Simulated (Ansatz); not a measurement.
# Al(NH2)3 (AlN₃H₆): geometry, orbitals and charge

Aim: characterise Al(NH2)3 (AlN₃H₆) as a singlet: its structure, frontier levels and distribution of charge.

The runs use Ansatz 0.2.0, Gaussian basis; RKS PBE0-D4/def2-TZVP.

Plan: relaxation at r2SCAN-D4/def2-SVP; a search for the lowest solution at PBE0-D4/def2-SVP; a single point at PBE0-D4/def2-TZVP.

**1. The starting structure**

10 atoms, charge 0, spin multiplicity 1.

Atoms are counted from 1 here; the program's logs count them from 0.

Bond lengths: Al1–N2 1.780 Å, Al1–N5 1.780 Å, Al1–N8 1.780 Å, N2–H3 1.010 Å, N2–H4 1.010 Å, N5–H6 1.010 Å, N5–H7 1.010 Å, N8–H9 1.009 Å, N8–H10 1.010 Å. Angles: N2–Al1–N5 119.9°, N2–Al1–N8 120.1°, N5–Al1–N8 120.0°, Al1–N2–H3 125.6°, Al1–N2–H4 125.4°, H3–N2–H4 109.0°, Al1–N5–H6 125.7°, Al1–N5–H7 125.2°, H6–N5–H7 109.1°, Al1–N8–H9 125.6°, Al1–N8–H10 125.3°, H9–N8–H10 109.0°.

The start is a GFN2-xTB geometry.

**2. Relaxation at r2SCAN-D4/def2-SVP**

Input file in.yaml:

```yaml
crystal:
  periodic: [false, false, false]
  atoms:
    - {symbol: Al, position_ang: [-0.000220, -0.001430, -0.001680]}
    - {symbol: N, position_ang: [1.779860, -0.007290, -0.008250]}
    - {symbol: H, position_ang: [2.364320, -0.830600, -0.012710]}
    - {symbol: H, position_ang: [2.367450, 0.813600, 0.000470]}
    - {symbol: N, position_ang: [-0.883030, 1.544420, 0.002200]}
    - {symbol: H, position_ang: [-1.887080, 1.649600, 0.024870]}
    - {symbol: H, position_ang: [-0.456070, 2.459150, -0.014810]}
    - {symbol: N, position_ang: [-0.897150, -1.538860, 0.003320]}
    - {symbol: H, position_ang: [-0.485010, -2.460210, 0.002650]}
    - {symbol: H, position_ang: [-1.903060, -1.628380, 0.003940]}
basis:
  gaussian: {orbitals: def2-SVP}
hamiltonian: {xc: r2scan, dispersion: d4}
scf: {omitted_lower_state_checks: [starts]}
output: {orbitals: {seedname: orbitals}}
relax: {f_tol: 0.02, max_steps: 100}
```

The run is started by

```sh
$ ansatz run in.yaml --threads 4 --pin off --events-out ev --progress --plain --max-ram 3916MiB
```

The runs that follow: Searching for the lowest solution, PBE0-D4/def2-SVP; Single point, PBE0-D4/def2-TZVP.

Before running them: what should the planned runs give, taken together? Wanted: point group; commonest bond, hydrogen aside; HOMO, LUMO at PBE0-D4/def2-TZVP; dipole at r2SCAN-D4/def2-SVP.

**Answer**, as computed:

| quantity | value |
| --- | --- |
| point group | D3 |
| commonest bond, hydrogen aside | Al–N, 3 of mean length 1.779 Å |
| HOMO, LUMO at PBE0-D4/def2-TZVP | -6.72, 0.27 eV |
| dipole at r2SCAN-D4/def2-SVP | 0.01 D |

What this shows: The molecule keeps its bonding pattern by the stored test; the atoms moved 0.16 Å (rms). No usable vibrations, so a minimum isn't proven.
